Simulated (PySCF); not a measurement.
# C5H5F: the cost of one run

The runs use PySCF 2.14.0, with density-fitted response routines of our own; the level of theory stands in each step. All values are computed, except where a source is named. Atoms are numbered from 0 throughout.

## 1. The starting structure

11 atoms, charge 0, multiplicity 1; geometry from: GFN2-xTB. The atoms were then displaced at random by about 0.01 Å, so the start is not that level's minimum.

Bonds of the start (Å): F0–C1 1.34, C1–C2 1.53, C2–C3 1.33, C3–C4 1.49, C4–C5 1.52, C4–C1 1.51, C5–C1 1.50, C2–H6 1.06, C3–H7 1.08, C4–H8 1.04, C5–H9 1.08, C5–H10 1.09.

## 2. Geometry optimisation at PBE0-D3(BJ)/def2-SVP

What the job is given:

```
{"job": {"xc": "PBE0", "basis": "def2-SVP", "d3": "d3bj", "grid": 1, "shake": 0.01, "kind": "geom"}, "charge": 0, "multiplicity": 1}
F      0.848830     1.793270    -0.933390
C      0.275260     0.785300    -0.253520
C     -1.188220     0.667670     0.163690
C     -1.163380    -0.632250    -0.098830
C      0.236980    -0.682650    -0.601640
C      1.112260    -0.171350     0.537260
H     -1.829100     1.377620     0.614600
H     -1.893510    -1.414510     0.056890
H      0.615780    -1.199620    -1.426050
H      2.176440    -0.148220     0.351580
H      0.846770    -0.401080     1.573750
```

Started as:

```
$ OMP_NUM_THREADS=1 python probes_run.py task.json out
```

This one command runs all jobs of the session in turn.

**Question.** How long does this first job take on 1 thread of Arm Neoverse V1, shared host, and how much memory does it need?

About 28 s, with a peak of 0.45 GiB.
